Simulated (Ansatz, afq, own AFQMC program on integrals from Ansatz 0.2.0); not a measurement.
**Where AFQMC and coupled cluster stand for NH, triplet**

```xyz
2

N     0.0000    0.0000    0.0000
H     0.0000    0.0000    1.0366
```

Basis aug-cc-pVTZ. Only valence electrons are correlated. Integrals, coupled cluster, full CI and functionals: Ansatz 0.2.0; the random walks run on the same integrals in our own AFQMC program. ph-AFQMC/CISD is guided by a CISD state made of CCSD amplitudes; releasing the constraint for a short imaginary time cuts its bias at the price of noise, slowly where states lie close. Uncertainties: one standard error, sampling alone.

Determinant: UHF, the one that the program's search chose, which needn't be the lowest solution. The geometry is a PBE0/def2-TZVPD stationary point of this or a neighbouring charge and spin state.

No full CI on the walks' own integrals is used here; CCSDT(Q) serves as the reference and is uncertain by about the last step of the cluster series.

Cautions: lower spins were not checked.

The T1 diagnostic is 0.0114. The weight of the determinant in the CISD state is 0.948. The ⟨S²⟩ of the determinant is 2.017. The size of the correlated space is 6 electrons in 68 orbitals.

```
  level  correlation energy (eV)
    MP2                  -3.7963
   CCSD                  -4.3093
CCSD(T)                  -4.4238
```

Problem. Estimate where AFQMC with the constraint released lies against CCSD(T) on the same integrals.

Solution. 1.5 ± 0.2 kJ/mol below CCSD(T).

Reference: CCSDT(Q), correlation energy -4.441 eV. The released energy is read at 2.40 1/Eh (meV from the phaseless value at times in 1/Eh: -1.1 ± 1.9 at 0.24, -4.2 ± 1.5 at 0.51, -4.7 ± 1.6 at 0.99, -5.1 ± 1.4 at 1.62, -2.3 ± 2.1 at 2.40).

```
         level  E − E(reference) (kJ/mol)  share of correlation (%)
       CCSD(T)                        1.6                     99.62
         CCSDT                        0.3                     99.93
 ph-AFQMC/CISD                  0.3 ± 0.2                     99.93
released AFQMC                  0.1 ± 0.2                     99.98
```

A walk keeps the symmetry of its determinant, which the program's search chose and which needn't be the lowest solution, so a lower state of the same spin and another symmetry isn't excluded. Released energies are given only where the last usable release times agree within the noise; a slower fall can still hide under it.
